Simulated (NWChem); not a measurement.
difluoromethane (CH2F2); SMILES FCF

All runs: NWChem. The level has its own optimisation; frequencies are unscaled.

**Question.** What does the run give for BLYP/def2-SVP? Quantities: r C–F (Å); r C–H (Å); highest harmonic frequency (cm⁻¹); lowest (cm⁻¹); zero-point energy (kcal/mol); dipole (D).

**Answer.** 
```yaml
r C–F (Å): 1.368
r C–H (Å): 1.114
highest harmonic frequency (cm⁻¹): 2987
lowest (cm⁻¹): 512
zero-point energy (kcal/mol): 19.8
dipole (D): 1.67
```
